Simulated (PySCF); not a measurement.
# CH4O2: NMR shifts at several levels of theory

Aim: compute the NMR shifts of CH4O2 (`OCO`) at several levels, and see how far they spread and what each costs.

Computed with PySCF 2.14.0, with density-fitted response routines of our own, on a single molecule in the gas phase. Atoms are numbered from 0 throughout.

**1. Starting geometry**

7 atoms, charge 0, multiplicity 1; geometry from: GFN2-xTB.

Bonds of the start (Å): O0–C1 1.39, C1–O2 1.39, O0–H3 0.97, C1–H4 1.10, C1–H5 1.10, O2–H6 0.97.

**2. Geometry optimisation at PBE0-D3(BJ)/def2-SVP**

The job: settings as JSON, then the geometry in Å.

```
{"job": {"xc": "PBE0", "basis": "def2-SVP", "d3": "d3bj", "grid": 1, "kind": "geom"}, "charge": 0, "multiplicity": 1}
O     -1.063350     0.434620     0.284000
C     -0.117630    -0.524690    -0.074200
O      1.162370     0.007150    -0.221640
H     -1.099300     1.114560    -0.400100
H     -0.355200    -0.991900    -1.039920
H     -0.155100    -1.284940     0.718560
H      1.439300     0.402430     0.614210
```

The log of the run:

```text
step   0  E = -190.59779511  max force = 0.013778
step   1  E = -190.59810414  max force = 0.001038
step   2  E = -190.59813075  max force = 0.000353
step   3  E = -190.59813433  max force = 0.000110
optimisation converged
```

It took 6.7 s on 4 threads of Intel Xeon at 2.50GHz (Skylake/Cascade Lake), shared host.

The steps of the relaxation:

```
step  energy from step 0 (eV)  largest force component (eV/Å)
   0                   0.0000                          0.7085
   1                  -0.0084                          0.0534
   2                  -0.0091                          0.0182
   3                  -0.0092                          0.0057
```

Close pairs (by a distance rule), those that changed most:

```
 bond  before (Å)  after (Å)  change (Å)
C1–H4       1.099      1.106      +0.007
C1–H5       1.099      1.106      +0.007
O0–C1       1.394      1.389      -0.005
C1–O2       1.394      1.389      -0.004
O2–H6       0.965      0.965      -0.001
O0–H3       0.965      0.965      -0.000
```

The end geometry stands in the next job.

```
                         at the end point                  value
  point group (found at 0.08 Å tolerance)                     C2
rotational constants (GHz, main isotopes)  42.217, 10.397, 9.205
                        dipole moment (D)                   0.36
```

**3. Nuclear shieldings: PBE0/pcSseg-2**

The job: settings as JSON, then the geometry in Å.

```
{"job": {"kind": "nmr", "xc": "PBE0", "basis": "pcSseg-2", "pop": false}, "charge": 0, "multiplicity": 1}
O     -1.059183     0.434810     0.299621
C     -0.113362    -0.511906    -0.073719
O      1.159899     0.021257    -0.232319
H     -1.096903     1.096664    -0.401350
H     -0.354943    -0.988568    -1.042190
H     -0.149302    -1.288112     0.713418
H      1.424885     0.393084     0.617450
```

With the program's defaults for keys left out, this is: GIAO PBE0/pcSseg-2 NMR shielding, non-relativistic, gas phase.

The log of the run:

```text
coarse grid: 5744 points
cycle   1  E = -190.7227096964  dE =  3.525e-01  |g| = 8.074e-01  |ddm| = 1.615e+00
cycle   2  E = -190.6106485955  dE =  1.121e-01  |g| = 1.141e+00  |ddm| = 9.606e-01
cycle   3  E = -190.8345783461  dE = -2.239e-01  |g| = 4.725e-02  |ddm| = 5.869e-01
cycle   4  E = -190.8349576589  dE = -3.793e-04  |g| = 9.464e-03  |ddm| = 2.851e-02
cycle   5  E = -190.8349730191  dE = -1.536e-05  |g| = 3.470e-03  |ddm| = 8.389e-03
cycle   6  E = -190.8349754313  dE = -2.412e-06  |g| = 6.533e-04  |ddm| = 2.109e-03
final grid: 55112 points
cycle   7  E = -190.8282725458  dE = -5.787e-05  |g| = 7.531e-03  |ddm| = 1.754e-02
cycle   8  E = -190.8282654993  dE =  7.046e-06  |g| = 9.871e-03  |ddm| = 7.094e-03
cycle   9  E = -190.8282826263  dE = -1.713e-05  |g| = 6.290e-04  |ddm| = 4.135e-03
cycle  10  E = -190.8282826893  dE = -6.303e-08  |g| = 2.474e-04  |ddm| = 4.629e-04
cycle  11  E = -190.8282827017  dE = -1.245e-08  |g| = 2.099e-05  |ddm| = 1.442e-04
cycle  12  E = -190.8282827018  dE = -6.622e-11  |g| = 4.182e-06  |ddm| = 1.395e-05
converged SCF energy = -190.8282827018

GIAO shielding tensors (ppm)
atom      isotropic    diamagn.    paramagn.     s11        s22        s33       span
  0 O      237.859     385.079    -147.220    174.313    261.441    277.824    103.510
  1 C       93.569     235.472    -141.903     63.806    102.247    114.654     50.848
  2 O      237.877     385.080    -147.203    174.171    261.525    277.934    103.762
  3 H       29.833      31.175      -1.342     23.180     26.539     39.780     16.600
  4 H       26.512      28.448      -1.936     21.906     26.838     30.790      8.884
  5 H       26.512      28.448      -1.936     21.904     26.841     30.792      8.888
  6 H       29.842      31.182      -1.341     23.191     26.547     39.787     16.597
```

Wall time 10 s (4 threads of Intel Xeon at 2.50GHz (Skylake/Cascade Lake), shared host).

The references, computed at this level on geometries of the same kind, shield at (ppm): 1H TMS 31.25, 13C TMS 184.1, 17O H2O 328.2. Their shielding less the atom's gives the shift. The references are single molecules in the gas phase, so shifts against H2O, NH3, PH3, H3PO4 or CFCl3 are not on the usual liquid scales and can be off by tens of ppm. Atoms listed in one row are averaged.

```
 atoms                                    environment  σ (ppm)  δ (ppm)
    C1                 sp3 carbon bearing two oxygens     93.6     90.6
H4, H5  hydrogen on an sp3 carbon bearing two oxygens    26.51     4.73
H3, H6                  hydrogen on an alcohol oxygen    29.84     1.41
O0, O2                                 alcohol oxygen    237.9     90.3
```

**4. Nuclear shieldings: PBE/pcSseg-2**

Same as in step 3 but for these lines:

```diff
@@ -1,2 +1,2 @@
-{"job": {"kind": "nmr", "xc": "PBE0", "basis": "pcSseg-2", "pop": false}, "charge": 0, "multiplicity": 1}
+{"job": {"kind": "nmr", "xc": "PBE", "basis": "pcSseg-2", "pop": false}, "charge": 0, "multiplicity": 1}
 O     -1.059183     0.434810     0.299621
```

Method: GIAO PBE/pcSseg-2 NMR shielding, non-relativistic, gas phase.

The log of the run:

```text
coarse grid: 5744 points
cycle   1  E = -190.6813819597  dE =  3.754e-01  |g| = 9.408e-01  |ddm| = 1.626e+00
cycle   2  E = -190.2176257590  dE =  4.638e-01  |g| = 1.822e+00  |ddm| = 1.705e+00
cycle   3  E = -190.8336330925  dE = -6.160e-01  |g| = 8.919e-02  |ddm| = 1.305e+00
cycle   4  E = -190.8350375980  dE = -1.405e-03  |g| = 2.826e-02  |ddm| = 6.581e-02
cycle   5  E = -190.8351869072  dE = -1.493e-04  |g| = 1.269e-02  |ddm| = 2.659e-02
cycle   6  E = -190.8352215360  dE = -3.463e-05  |g| = 1.565e-03  |ddm| = 7.629e-03
cycle   7  E = -190.8352219782  dE = -4.422e-07  |g| = 3.447e-04  |ddm| = 1.357e-03
final grid: 55112 points
cycle   8  E = -190.8267760691  dE = -8.835e-05  |g| = 1.115e-02  |ddm| = 2.434e-02
cycle   9  E = -190.8267284884  dE =  4.758e-05  |g| = 1.978e-02  |ddm| = 1.303e-02
cycle  10  E = -190.8267982477  dE = -6.976e-05  |g| = 1.351e-03  |ddm| = 8.662e-03
cycle  11  E = -190.8267985612  dE = -3.134e-07  |g| = 4.945e-04  |ddm| = 1.086e-03
cycle  12  E = -190.8267986119  dE = -5.075e-08  |g| = 3.958e-05  |ddm| = 3.187e-04
cycle  13  E = -190.8267986121  dE = -1.996e-10  |g| = 1.915e-05  |ddm| = 3.285e-05
converged SCF energy = -190.8267986121

GIAO shielding tensors (ppm)
atom      isotropic    diamagn.    paramagn.     s11        s22        s33       span
  0 O      224.797     385.038    -160.241    159.836    249.628    264.926    105.090
  1 C       85.151     235.953    -150.802     53.138     95.587    106.728     53.590
  2 O      224.817     385.038    -160.221    159.691    249.706    265.054    105.362
  3 H       29.922      31.393      -1.471     23.794     26.789     39.183     15.390
  4 H       26.200      28.546      -2.346     21.565     26.640     30.393      8.827
  5 H       26.200      28.546      -2.346     21.562     26.644     30.394      8.832
  6 H       29.931      31.401      -1.470     23.805     26.798     39.190     15.385
```

It took 12 s on 4 threads of Intel Xeon at 2.50GHz (Skylake/Cascade Lake), shared host.

This run: δ C1 94.2, O0 103.1, H4 4.98, H3 1.25 ppm (means over like atoms).

**5. Shielding tensors: wB97X-D/pcSseg-2**

Same as in step 4 but for these lines:

```diff
@@ -1,2 +1,2 @@
-{"job": {"kind": "nmr", "xc": "PBE", "basis": "pcSseg-2", "pop": false}, "charge": 0, "multiplicity": 1}
+{"job": {"kind": "nmr", "xc": "wB97X-D", "basis": "pcSseg-2", "pop": false}, "charge": 0, "multiplicity": 1}
 O     -1.059183     0.434810     0.299621
```

Method: GIAO wB97X-D/pcSseg-2 NMR shielding, non-relativistic, gas phase.

The log of the run:

```text
coarse grid: 5744 points
cycle   1  E = -190.8632037739  dE =  3.579e-01  |g| = 8.455e-01  |ddm| = 1.615e+00
cycle   2  E = -190.8515157026  dE =  1.169e-02  |g| = 9.248e-01  |ddm| = 7.426e-01
cycle   3  E = -190.9862019954  dE = -1.347e-01  |g| = 3.865e-02  |ddm| = 3.659e-01
cycle   4  E = -190.9864643282  dE = -2.623e-04  |g| = 8.860e-03  |ddm| = 2.515e-02
cycle   5  E = -190.9864847847  dE = -2.046e-05  |g| = 1.591e-03  |ddm| = 1.167e-02
cycle   6  E = -190.9864854786  dE = -6.939e-07  |g| = 6.986e-04  |ddm| = 2.295e-03
final grid: 55112 points
cycle   7  E = -190.9773355668  dE = -8.876e-05  |g| = 3.638e-03  |ddm| = 2.919e-02
cycle   8  E = -190.9773366274  dE = -1.061e-06  |g| = 2.741e-03  |ddm| = 4.107e-03
cycle   9  E = -190.9773378168  dE = -1.189e-06  |g| = 6.333e-04  |ddm| = 1.329e-03
cycle  10  E = -190.9773378779  dE = -6.110e-08  |g| = 2.340e-04  |ddm| = 4.217e-04
cycle  11  E = -190.9773378886  dE = -1.074e-08  |g| = 4.226e-05  |ddm| = 1.325e-04
cycle  12  E = -190.9773378891  dE = -4.746e-10  |g| = 2.118e-05  |ddm| = 4.525e-05
converged SCF energy = -190.9773378891

GIAO shielding tensors (ppm)
atom      isotropic    diamagn.    paramagn.     s11        s22        s33       span
  0 O      241.253     384.501    -143.248    177.908    265.151    280.700    102.792
  1 C       94.264     235.412    -141.148     64.562    102.362    115.866     51.304
  2 O      241.279     384.500    -143.221    177.778    265.245    280.814    103.036
  3 H       29.897      31.186      -1.289     23.158     26.611     39.920     16.762
  4 H       26.677      28.422      -1.745     22.116     26.981     30.934      8.819
  5 H       26.678      28.424      -1.746     22.113     26.984     30.936      8.822
  6 H       29.905      31.192      -1.287     23.168     26.618     39.928     16.760
```

Run time: 15 s. Hardware: 4 threads of Intel Xeon at 2.50GHz (Skylake/Cascade Lake), shared host.

In short: δ C1 90.2, O0 85.6, H4 4.68, H3 1.46 ppm (means over like atoms).

**6. Nuclear shieldings: KT2/pcSseg-2**

Same as in step 5 but for these lines:

```diff
@@ -1,2 +1,2 @@
-{"job": {"kind": "nmr", "xc": "wB97X-D", "basis": "pcSseg-2", "pop": false}, "charge": 0, "multiplicity": 1}
+{"job": {"kind": "nmr", "xc": "KT2", "basis": "pcSseg-2", "pop": false}, "charge": 0, "multiplicity": 1}
 O     -1.059183     0.434810     0.299621
```

Method: GIAO KT2/pcSseg-2 NMR shielding, non-relativistic, gas phase.

The log of the run:

```text
coarse grid: 5744 points
cycle   1  E = -193.6532247348  dE =  3.981e-01  |g| = 9.950e-01  |ddm| = 1.606e+00
cycle   2  E = -193.1848661540  dE =  4.684e-01  |g| = 1.826e+00  |ddm| = 1.748e+00
cycle   3  E = -193.8264291336  dE = -6.416e-01  |g| = 8.292e-02  |ddm| = 1.338e+00
cycle   4  E = -193.8278044894  dE = -1.375e-03  |g| = 2.509e-02  |ddm| = 7.171e-02
cycle   5  E = -193.8279319447  dE = -1.275e-04  |g| = 7.704e-03  |ddm| = 2.467e-02
cycle   6  E = -193.8279433296  dE = -1.138e-05  |g| = 2.873e-03  |ddm| = 6.101e-03
cycle   7  E = -193.8279450221  dE = -1.693e-06  |g| = 4.614e-04  |ddm| = 1.938e-03
final grid: 55112 points
cycle   8  E = -193.8380438858  dE = -2.982e-04  |g| = 5.896e-03  |ddm| = 6.106e-02
cycle   9  E = -193.8380379899  dE =  5.896e-06  |g| = 7.413e-03  |ddm| = 8.289e-03
cycle  10  E = -193.8380501139  dE = -1.212e-05  |g| = 1.024e-03  |ddm| = 5.217e-03
cycle  11  E = -193.8380501883  dE = -7.440e-08  |g| = 8.187e-04  |ddm| = 8.541e-04
cycle  12  E = -193.8380503096  dE = -1.213e-07  |g| = 1.051e-04  |ddm| = 4.204e-04
cycle  13  E = -193.8380503113  dE = -1.753e-09  |g| = 5.192e-05  |ddm| = 8.843e-05
cycle  14  E = -193.8380503118  dE = -4.513e-10  |g| = 1.058e-05  |ddm| = 3.064e-05
converged SCF energy = -193.8380503118

GIAO shielding tensors (ppm)
atom      isotropic    diamagn.    paramagn.     s11        s22        s33       span
  0 O      222.655     383.277    -160.622    156.466    247.508    263.990    107.524
  1 C       90.183     236.110    -145.926     59.244     99.996    111.309     52.065
  2 O      222.673     383.278    -160.605    156.325    247.583    264.110    107.785
  3 H       29.922      31.182      -1.260     23.895     26.815     39.056     15.162
  4 H       26.250      28.496      -2.246     21.639     26.617     30.493      8.854
  5 H       26.250      28.496      -2.246     21.636     26.620     30.495      8.858
  6 H       29.931      31.189      -1.258     23.906     26.824     39.063     15.157
```

Wall time 13 s (4 threads of Intel Xeon at 2.50GHz (Skylake/Cascade Lake), shared host).

Key values: δ C1 92.1, O0 101.7, H4 4.93, H3 1.25 ppm (means over like atoms).

**7. NMR shieldings: HF/pcSseg-2**

Same as in step 6 but for these lines:

```diff
@@ -1,2 +1,2 @@
-{"job": {"kind": "nmr", "xc": "KT2", "basis": "pcSseg-2", "pop": false}, "charge": 0, "multiplicity": 1}
+{"job": {"kind": "nmr", "xc": "HF", "basis": "pcSseg-2", "pop": false}, "charge": 0, "multiplicity": 1}
 O     -1.059183     0.434810     0.299621
```

Method: GIAO HF/pcSseg-2 NMR shielding, non-relativistic, gas phase.

The log of the run:

```text
final grid: 55112 points
cycle   1  E = -189.9047998577  dE =  3.660e-01  |g| = 6.569e-01  |ddm| = 1.618e+00
cycle   2  E = -189.9690950598  dE = -6.430e-02  |g| = 3.607e-01  |ddm| = 4.207e-01
cycle   3  E = -189.9899682936  dE = -2.087e-02  |g| = 4.622e-02  |ddm| = 1.477e-01
cycle   4  E = -189.9905946957  dE = -6.264e-04  |g| = 1.130e-02  |ddm| = 4.199e-02
cycle   5  E = -189.9906413536  dE = -4.666e-05  |g| = 3.112e-03  |ddm| = 1.288e-02
cycle   6  E = -189.9906452516  dE = -3.898e-06  |g| = 9.972e-04  |ddm| = 3.425e-03
cycle   7  E = -189.9906457609  dE = -5.093e-07  |g| = 2.333e-04  |ddm| = 1.257e-03
cycle   8  E = -189.9906457974  dE = -3.653e-08  |g| = 4.059e-05  |ddm| = 3.726e-04
cycle   9  E = -189.9906457984  dE = -9.346e-10  |g| = 9.116e-06  |ddm| = 6.094e-05
converged SCF energy = -189.9906457984

GIAO shielding tensors (ppm)
atom      isotropic    diamagn.    paramagn.     s11        s22        s33       span
  0 O      258.564     384.864    -126.300    197.486    280.030    298.176    100.690
  1 C      110.944     231.069    -120.125     87.476    116.218    129.138     41.662
  2 O      258.589     384.866    -126.276    197.382    280.107    298.279    100.897
  3 H       29.806      31.014      -1.208     22.307     26.142     40.968     18.661
  4 H       27.369      28.388      -1.019     22.768     27.391     31.947      9.179
  5 H       27.370      28.389      -1.019     22.766     27.394     31.949      9.182
  6 H       29.813      31.020      -1.207     22.316     26.148     40.976     18.659
```

Wall time 4.4 s (4 threads of Intel Xeon at 2.50GHz (Skylake/Cascade Lake), shared host).

Key values: δ C1 80.5, O0 67.8, H4 4.31, H3 1.87 ppm (means over like atoms).

**8. Run by run: NMR shifts**

Shifts (ppm), means over like atoms, with basis size and wall time:

```
             run    C1    H4    H3     O0  functions   time
   PBE0/pcSseg-2  90.6  4.73  1.41   90.3        164   10 s
    PBE/pcSseg-2  94.2  4.98  1.25  103.1        164   12 s
wB97X-D/pcSseg-2  90.2  4.68  1.46   85.6        164   15 s
    KT2/pcSseg-2  92.1  4.93  1.25  101.7        164   13 s
     HF/pcSseg-2  80.5  4.31  1.87   67.8        164  4.4 s
```

**9. Summary of results**

| quantity | value |
| --- | --- |
| point group | C2 |
| rotational constants (main isotopes) | 42.22, 10.40, 9.20 GHz |
| 13C shifts against TMS (PBE0/pcSseg-2) | 90.6 ppm |
| 1H shifts against TMS (PBE0/pcSseg-2, means over atoms taken as alike) | 4.73, 1.41 ppm |
| 17O shifts against H2O (PBE0/pcSseg-2, means over atoms taken as alike) | 90.3 ppm |
| range of the shift of O0 (with its like atoms) | 67.8 to 103.1 ppm |

Single values in the summary come from the first sound run of each kind (PBE0/pcSseg-2), which need not be the best level. Relaxing lowered the energy by 0.009 eV in 3 steps; the close pair that moved most is C1–H4, from 1.099 to 1.106 Å. No frequency check was run at this level, so the end point may be a saddle. The most deshielded hydrogen is H4, H5 (mean) (hydrogen on an sp3 carbon bearing two oxygens), at 4.73 ppm: its carbon carries O, hence the downfield position. At PBE0/pcSseg-2: Shielding is most anisotropic at O0, O2 (span 104 ppm, paramagnetic term -147 ppm). In ppm, O0 (with its like atoms) moves most: its shift spreads over 35.3 ppm, from 67.8 (HF/pcSseg-2) to 103.1 (PBE/pcSseg-2).
